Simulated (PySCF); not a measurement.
# One shape, several levels: doublet C2H5NO+

Aim: a comparison of 6 runs (U-r2SCAN/def2-SVP, U-revPBE/def2-SVP, UCAM-B3LYP/def2-SVP, UM06-2X/def2-SVP, UPBE/def2-SVP, USVWN5/def2-SVP) of doublet C2H5NO+. Input form: a Python script.

Program for the calculation: PySCF 2.14.0.

2 further runs of the same task are left out: 2 set aside as unsound or not needed.

## Step 1: The system as given

The species is C2H5NO+ (9 atoms), meant as a doublet with charge +1. SMILES of the parent species: `C/C=N/O`. Geometry: relaxed at PBE0-D4/def2-TZVP. That shape belongs to the parent species and isn't relaxed for this state.

Bond lengths: C1–C2 1.484 Å, C2–N3 1.265 Å, N3–O4 1.386 Å, C1–H5 1.094 Å, C1–H6 1.090 Å, C1–H7 1.094 Å, C2–H8 1.092 Å, O4–H9 0.961 Å. Some angles: C1–C2–N3 120.1°, C2–N3–O4 111.8°, C1–C2–H8 119.8°, N3–C2–H8 120.1°, C2–C1–H5 110.7°, C2–C1–H6 110.4°, C2–C1–H7 110.7°, N3–O4–H9 102.9°, H5–C1–H6 109.0°, H5–C1–H7 107.0°.

## Step 2: A single-point energy at U-r2SCAN/def2-SVP (run 1)

geometry.xyz

```xyz
9
C2H5NO
C     -0.999280     0.587920     0.688160
C     -0.158930    -0.219510    -0.230580
N      1.101880    -0.122630    -0.187900
O      1.712900    -0.949740    -1.116540
H     -1.619700    -0.060530     1.313900
H     -0.373670     1.207730     1.329990
H     -1.679180     1.232480     0.123170
H     -0.631750    -0.898110    -0.944170
H      2.647720    -0.777630    -0.976020
```

run.py

```python
from pyscf import gto, dft

system = gto.M(
    atom='geometry.xyz',
    charge=1,
    basis='def2-svp',
    max_memory=1860,
    spin=1,
    verbose=3,
)

ks = dft.UKS(system)
ks.xc = 'r2scan'
ks.conv_tol = 1e-10
ks.grids.level = 5
ks.kernel()
if not ks.converged:
    ks = ks.newton().run(ks.mo_coeff, ks.mo_occ)

etot = ks.e_tot
print('Final energy', etot)
```

Command:

```
OMP_NUM_THREADS=1 python run.py
```

Output:

```text
converged SCF energy = -208.503755680119  <S^2> = 0.75356739  2S+1 = 2.0035642
Final energy -208.5037556801193
```

It took 83 s on 1 thread of Arm Neoverse V1, shared host; peak memory 0.49 GiB.

## Step 3: A single-point energy at U-revPBE/def2-SVP (run 2)

input.py

```python
from pyscf import gto, dft

mol = gto.Mole()
mol.atom = '''
C     -0.999280     0.587920     0.688160
C     -0.158930    -0.219510    -0.230580
N      1.101880    -0.122630    -0.187900
O      1.712900    -0.949740    -1.116540
H     -1.619700    -0.060530     1.313900
H     -0.373670     1.207730     1.329990
H     -1.679180     1.232480     0.123170
H     -0.631750    -0.898110    -0.944170
H      2.647720    -0.777630    -0.976020
'''
mol.max_memory = 1860
mol.basis = 'def2-svp'
mol.charge = 1
mol.verbose = 4
mol.spin = 1
mol.build()

myscf = dft.UKS(mol, xc='revpbe')
myscf.grids.level = 5
myscf.conv_tol = 1e-10
myscf.kernel()
if not myscf.converged:
    myscf = myscf.newton().run(myscf.mo_coeff, myscf.mo_occ)

etot = myscf.e_tot
print('E = %.10f Eh' % etot)
```

Command:

```
OMP_NUM_THREADS=1 python input.py
```

Output:

```text
PySCF version 2.14.0

[... 60 lines left out ...]
WARN: HOMO -0.29575434862411 >= LUMO -0.295754348624108
[... 50 lines left out ...]
converged SCF energy = -208.573478185885  <S^2> = 0.75151434  2S+1 = 2.0015138
E = -208.5734781859 Eh
```

It took 31 s on 1 thread of Arm Neoverse V1, shared host; peak memory 0.42 GiB.

Runs 3 to 5 aren't shown in full; the table further down has their settings and results.

## Step 4: The energy at USVWN5/def2-SVP (run 6)

calc.py

```python
from pyscf import gto, dft

system = gto.Mole()
system.atom = '''
C       -0.999280       0.587920       0.688160
C       -0.158930      -0.219510      -0.230580
N        1.101880      -0.122630      -0.187900
O        1.712900      -0.949740      -1.116540
H       -1.619700      -0.060530       1.313900
H       -0.373670       1.207730       1.329990
H       -1.679180       1.232480       0.123170
H       -0.631750      -0.898110      -0.944170
H        2.647720      -0.777630      -0.976020
'''
system.verbose = 3
system.charge = 1
system.basis = 'def2-svp'
system.max_memory = 1860
system.spin = 1
system.build()

calc0 = dft.UKS(system, xc='svwn')
calc0.grids.level = 5
calc0.conv_tol = 1e-10
calc0.kernel()
if not calc0.converged:
    calc0 = calc0.newton().run(calc0.mo_coeff, calc0.mo_occ)

e_final = calc0.e_tot
print('Final energy', e_final)
```

Command:

```
OMP_NUM_THREADS=1 python calc.py
```

Output:

```text
converged SCF energy = -206.905333258395  <S^2> = 0.7509004  2S+1 = 2.0009002
Final energy -206.90533325839453
```

Wall time 25 s (1 thread of Arm Neoverse V1, shared host); peak memory 0.27 GiB.

## Step 5: The series

```csv
run,level,energy (Eh),HOMO energy (eV),LUMO energy (eV),⟨S²⟩,wall time
1,U-r2SCAN/def2-SVP,-208.503756,-14.01,-13.07,0.754,83 s
2,U-revPBE/def2-SVP,-208.573478,-13.54,-13.13,0.752,31 s
3,UCAM-B3LYP/def2-SVP,-208.519438,-16.87,-11.03,0.755,47 s
4,UM06-2X/def2-SVP,-208.511287,-16.96,-11.23,0.757,88 s
5,UPBE/def2-SVP,-208.382122,-13.55,-13.20,0.751,31 s
6,USVWN5/def2-SVP,-206.905333,-13.55,-13.46,0.751,25 s
```

## Step 6: What came out

```
                                 quantity          value
                      run 6: total energy  -206.90533 Eh
run 6: HOMO energy (highest over α and β)      -13.55 eV
 run 6: LUMO energy (lowest over α and β)      -13.46 eV
                              run 6: ⟨S²⟩          0.751
```

Totals of different functionals can't be ranked against each other. All runs together took 5.1 min, the longest 88 s.
